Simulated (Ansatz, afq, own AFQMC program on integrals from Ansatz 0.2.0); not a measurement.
# BNH$_{2}$, triplet in cc-pVDZ, levels against CCSDT(Q)

```xyz
4

B     0.0000    0.0000    0.8588
N     0.0000    0.0000   -0.5086
H     0.0000   -0.8409   -1.0720
H     0.0000    0.8409   -1.0720
```

Connectivity, by distances: B–NH2.

Basis cc-pVDZ. Only valence electrons are correlated. Integrals, coupled cluster, full CI and functionals: Ansatz 0.2.0; the random walks run on the same integrals in our own AFQMC program. ph-AFQMC/CISD is guided by a CISD state made of CCSD amplitudes; releasing the constraint for a short imaginary time cuts its bias at the price of noise, slowly where states lie close. Uncertainties: one standard error, sampling alone.

Determinant: UHF, the one that the program's search chose, which needn't be the lowest solution. The geometry is a point of a scan.

No full CI on the walks' own integrals is used here; CCSDT(Q) serves as the reference and is uncertain by about the last step of the cluster series.

Cautions: lower spins were not checked.

* T1 diagnostic: 0.0174
* weight of the determinant in the CISD state: 0.913
* ⟨S²⟩ of the determinant: 2.022
* size of the correlated space: 10 electrons in 36 orbitals

Reference: CCSDT(Q), correlation energy -6.453 eV. The released energy is read at 2.40 1/Eh (meV from the phaseless value at times in 1/Eh: -3 ± 12 at 0.24, -15 ± 10 at 0.51, -24 ± 9 at 0.99, -2 ± 10 at 1.62, -11 ± 15 at 2.40).

```
         level  E − E(reference) (mEh)  share of correlation (%)
            HF                  237.16                      0.00
           MP2                   25.89                     89.08
          CCSD                    7.51                     96.83
       CCSD(T)                    1.17                     99.51
         CCSDT                    0.53                     99.78
   ph-AFQMC/HF             1.07 ± 2.44                     99.55
 ph-AFQMC/CISD             0.19 ± 0.35                     99.92
released AFQMC            -0.22 ± 0.56                    100.09
```

A walk keeps the symmetry of its determinant, which the program's search chose and which needn't be the lowest solution, so a lower state of the same spin and another symmetry isn't excluded. Released energies are given only where the last usable release times agree within the noise; a slower fall can still hide under it.
